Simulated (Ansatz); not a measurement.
Results of r²SCAN0 (Ansatz, a program for electronic structure, plane waves, PAW) for hcp Tc.

Numerical settings: plane-wave cutoff 520 eV, 12×12×6 k mesh (along the axes of the cell as run), Fermi–Dirac smearing 0.05 eV, no spin polarisation, scalar-relativistic PAW data made under PBE.

Computed at the level's own relaxed cell.

Q: What does this level give for the lattice constant a and c axis length?

A: 
lattice constant a: 2.711 Å
c axis length: 4.335 Å

Measured, for comparison: lattice constant a 2.741 Å, lattice parameter c 4.399 Å (293 K, not corrected to a static lattice; as tabulated in Wikipedia's data pages). Computed (rounded) less measured: lattice constant a -1.1 %, lattice parameter c -1.5 %. A static lattice is as a rule a little smaller and stiffer than an uncorrected measurement, which narrows the difference in the lattice constant a, lattice parameter c and would widen misses of the other sign.

The computed numbers hold no vibrational or temperature effects.

The result took very roughly 60 core-minutes.
